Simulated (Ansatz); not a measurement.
## Ansatz (development build ahead of 0.2.0) run

```yaml
crystal:
  periodic: [false, false, false]
  atoms:
    - { symbol: F, position_ang: [0.0, 0.0, 0.0] }
    - { symbol: F, position_ang: [0.0, 0.0, 1.19] }
basis:
  gaussian: { orbitals: def2-SVP }
total_charge: 1
magnetization:
  spin_polarized: true
  initial_magnetization: 1
hamiltonian:
  xc: hf
correlation:
  method: mp2
  frozen_orbitals: { F: 1 }
output:
  forces: true
```

The input is written out in the form of the current development build from the run's settings.

Results

| Item | Value |
| --- | --- |
| Converged | yes |
| Reference energy | -197.93949 hartree |
| Correlation energy | -0.37100 hartree |
| Total energy | -198.31050 hartree |
| Spin squared of the determinant | 0.762 |
| Stability test | minimum |

Forces (eV/Å):
```json
{"atom": "F1", "Fx": "0.000", "Fy": "0.000", "Fz": "8.838"}
{"atom": "F2", "Fx": "0.000", "Fy": "0.000", "Fz": "-8.838"}
```

Caution: forces differ strongly between restricted and unrestricted references; MP2 on this radical cation hangs on the determinant chosen.
